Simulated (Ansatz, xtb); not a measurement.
**NO2+: which of two spin states lies lower**

Structure X: the triplet with the links of `O=[N+]=O`. Structure Y: `O=[N+]=O`, a singlet. Both are isolated ions in the gas phase, relaxed with PBE-D3(BJ)/def2-SVP.

X (Å):

```xyz
3

N    -3.3289   -0.3700   -2.7678
O    -3.5882   -0.0428   -1.6285
O    -3.9791   -1.2007   -3.3674
```

Y (Å):

```xyz
3

N     0.0000    0.0000    0.0000
O     0.0000    0.0000   -1.1324
O     0.0000    0.0000    1.1324
```

Q: Estimate which is lower in electronic energy at CCSD(T)/def2-TZVPP, and by roughly how much.

A: The CCSD(T)/def2-TZVPP calculation puts structure Y lower, by 3.386 eV.

Level by level:

```
              level             geometry  E(Y) − E(X) (eV)  departure from the last row (eV)  job, with rough time for the two
PBE-D3(BJ)/def2-SVP  PBE-D3(BJ)/def2-SVP              −3.440                            −0.053             optimisation, 2.8 min
      HF/def2-TZVPP  PBE-D3(BJ)/def2-SVP              −1.302                            +2.084           part of the CCSD(T) run
     MP2/def2-TZVPP  PBE-D3(BJ)/def2-SVP              −4.881                            −1.494           part of the CCSD(T) run
 CCSD(T)/def2-TZVPP  PBE-D3(BJ)/def2-SVP              −3.386                                                  single point, 19 s
```

The levels shown agree on the order. The largest departure from CCSD(T)/def2-TZVPP is that of HF/def2-TZVPP, 2.084 eV. Levels run at GFN2-xTB geometries aren't shown.

With harmonic frequencies from PBE-D3(BJ)/def2-SVP (ideal gas, rigid rotor, one conformer each, 298.15 K, 1 atm): on the last row, ΔE + ΔZPE = −3.271, ΔH = −3.279, ΔG = −3.184 eV.

The T1 diagnostic of structures X and Y is large, so the coupled-cluster value is less sure. Open shells are spin-unrestricted. The correlated steps freeze 3 core orbitals. ΔG holds the spin degeneracy. Run with Ansatz 0.2.0; the last row on 1 thread of Arm Neoverse N1 on a shared host.
